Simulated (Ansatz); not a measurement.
Basis-set extrapolation for `CCNCF` (PBE0-D4/def2-TZVP geometry, frozen core, Ansatz 0.2.0). Multiplicity 1, RHF reference.

|  | def2-TZVPP | def2-QZVPP |
| --- | --- | --- |
| HF | -272.254817 | -272.267534 |
| MP2 correlation | -0.987097 | -1.059790 |
| CCSD(T) correlation | -1.064673 | not run |

Energies in hartree. Use E(X) = E(∞) + A·exp(−7.88·√X) for Hartree–Fock and E(X) = E(∞) + B·X^(−2.97) for correlation, with X = 3 and 4, and add CCSD(T) minus MP2 of the smaller set to the MP2 limit.

Task: What is the CCSD(T) energy at the basis-set limit?

Result: HF limit: -272.267534 + (-0.012717) × 0.13774 = -272.26929. MP2 limit: -1.059790 + (-0.072693) × 0.74074 = -1.11364. Higher-order term: -1.064673 − (-0.987097) = -0.07758. Total: -273.46051 hartree, 370.2 kJ/mol below CCSD(T)/def2-TZVPP.
